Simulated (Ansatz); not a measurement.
Basis-set extrapolation for NO+ (`N#[O+]`) (PBE0-D4/def2-TZVP geometry, frozen core, Ansatz 0.2.0). Multiplicity 1, RHF reference.

```tsv
	def2-TZVPP	def2-QZVPP
HF	-128.973474	-128.979276
MP2 correlation	-0.399813	-0.427362
CCSD(T) correlation	-0.413565	-0.438824
```

Energies in hartree. Use E(X) = E(∞) + A·exp(−7.88·√X) for Hartree–Fock and E(X) = E(∞) + B·X^(−2.97) for correlation, with X = 3 and 4.

Task: What is the CCSD(T) energy at the basis-set limit?

Result: HF limit: -128.979276 + (-0.005802) × 0.13774 = -128.98008. Correlation limit: -0.438824 + (-0.025259) × 0.74074 = -0.45753. Total: -129.43761 hartree, 1.38 eV below CCSD(T)/def2-TZVPP.
